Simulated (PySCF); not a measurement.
Species: nitryl fluoride, FNO2.
SMILES: `O=[N+]([O-])F`

The closed-shell ground state was solved at several levels (PySCF, density fitting, gas phase, non-relativistic). Isolated species at its PBE0-D3(BJ)/def2-SVP geometry, gas phase.

```json
{"level": "CAM-B3LYP/def2-SVPD", "basis functions": "89", "total energy (Eh)": "-304.5868", "HOMO (eV)": "-12.13", "LUMO (eV)": "-1.71", "gap (eV)": "10.42", "dipole (D)": "0.19"}
{"level": "PBE0/def2-SVPD", "basis functions": "89", "total energy (Eh)": "-304.3745", "HOMO (eV)": "-10.58", "LUMO (eV)": "-2.85", "gap (eV)": "7.73", "dipole (D)": "0.20"}
{"level": "PBE0/6-31G*", "basis functions": "56", "total energy (Eh)": "-304.5773", "HOMO (eV)": "-10.04", "LUMO (eV)": "-2.18", "gap (eV)": "7.86", "dipole (D)": "0.04"}
{"level": "PBE/def2-SVPD", "basis functions": "89", "total energy (Eh)": "-304.4138", "HOMO (eV)": "-8.61", "LUMO (eV)": "-3.87", "gap (eV)": "4.74", "dipole (D)": "0.26"}
{"level": "LC-wPBE/def2-SVPD", "basis functions": "89", "total energy (Eh)": "-304.5055", "HOMO (eV)": "-13.41", "LUMO (eV)": "-0.39", "gap (eV)": "13.02", "dipole (D)": "0.18"}
{"level": "LDA/def2-SVPD", "basis functions": "89", "total energy (Eh)": "-302.6070", "HOMO (eV)": "-8.83", "LUMO (eV)": "-4.17", "gap (eV)": "4.66", "dipole (D)": "0.26"}
{"level": "wB97X-D/def2-SVPD", "basis functions": "89", "total energy (Eh)": "-304.5785", "HOMO (eV)": "-12.56", "LUMO (eV)": "-1.00", "gap (eV)": "11.56", "dipole (D)": "0.19"}
{"level": "HF/def2-SVPD", "basis functions": "89", "total energy (Eh)": "-303.1841", "HOMO (eV)": "-14.77", "LUMO (eV)": "1.44", "gap (eV)": "16.21", "dipole (D)": "0.04"}
{"level": "B3LYP/def2-SVPD", "basis functions": "89", "total energy (Eh)": "-304.6769", "HOMO (eV)": "-10.30", "LUMO (eV)": "-3.20", "gap (eV)": "7.10", "dipole (D)": "0.22"}
{"level": "B3LYP/cc-pVTZ", "basis functions": "120", "total energy (Eh)": "-305.0083", "HOMO (eV)": "-9.99", "LUMO (eV)": "-2.77", "gap (eV)": "7.22", "dipole (D)": "0.17"}
{"level": "BHandHLYP/def2-SVPD", "basis functions": "89", "total energy (Eh)": "-304.5079", "HOMO (eV)": "-12.53", "LUMO (eV)": "-1.75", "gap (eV)": "10.78", "dipole (D)": "0.13"}
```

Estimate the row for B3LYP/6-31G*, a basis of 56 functions; the other rows only guide the guess.

Total energy -304.8737 Eh, HOMO -9.66 eV, LUMO -2.45 eV, gap 7.21 eV, dipole 0.04 D.

Over all these levels, which gives the widest orbital gap and which the narrowest?

HF/def2-SVPD (Hartree–Fock, all exact exchange) has the widest, 16.21 eV, and LDA/def2-SVPD (LDA) the narrowest, 4.66 eV. The two share the basis. From the narrowest to the widest the HOMO moves by -5.94 eV and the LUMO by +5.61 eV.

How much does the basis alone move the frontier levels among the 3 B3LYP rows (the withheld one included)?

The HOMO by 0.64 eV and the LUMO by 0.75 eV. By rising basis size (HOMO, LUMO in eV): 6-31G* -9.66, -2.45; def2-SVPD -10.30, -3.20; cc-pVTZ -9.99, -2.77.

In the def2-SVPD basis, how does the gap go with the fixed share of exact exchange?

LDA (0 %) 4.66 eV; PBE (0 %) 4.74 eV; B3LYP (20 %) 7.10 eV; PBE0 (25 %) 7.73 eV; BHandHLYP (50 %) 10.78 eV; HF (100 %) 16.21 eV. Each rise in the share widens the gap here.

How far do the dipole and the HOMO energy spread over the levels?

The dipole runs from 0.04 to 0.26 D (mean 0.16 D) and the HOMO from -14.77 to -8.61 eV.

The pairwise dispersion term of wB97X-D wasn't added to the energies; at a given geometry it leaves orbitals and properties as they are.
